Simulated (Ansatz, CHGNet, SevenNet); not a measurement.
# Ladder of methods for the elastic constant C11 of hcp Os

Reference value: 763 GPa (measured, 0 K, extrapolated to 0 K (read from the set's bulk modulus against, 405 at 300 K); as tabulated in Liu et al. (2023), arXiv:2002.00005).

**Question.** Put these levels in order of the elastic constant C11 that they give for hcp Os, smallest first: CHGNet 0.3.0 (CHGNet), PBE (Ansatz, a program for electronic structure), PBEsol (Ansatz), SevenNet-l3i5 (SevenNet).

**Answer.** CHGNet 0.3.0 (444 GPa), SevenNet-l3i5 (546 GPa), PBE (731 GPa), PBEsol (792 GPa)

Unless a cell is named, each level is at its own relaxed cell (CHGNet 0.3.0 14.36, SevenNet-l3i5 14.36, PBE 14.27, PBEsol 13.89 Å³/atom).

Differences against the reference: CHGNet 0.3.0 -42 %, SevenNet-l3i5 -28 %, PBE -4.2 %, PBEsol +3.8 %.

The reference has no zero-point or thermal correction, while the calculations are for a static lattice, so the differences are not the levels' errors alone.  Density-functional levels without +SOC have no spin–orbit coupling. Each level is taken at its own relaxed cell. Ansatz's density-functional and Hartree–Fock values are scalar-relativistic unless marked +SOC, with PAW data made under PBE.

Machine-learned potentials (CHGNet 0.3.0, SevenNet-l3i5) are trained on DFT data, which may include these solids.

Differences are worked out from the printed values.
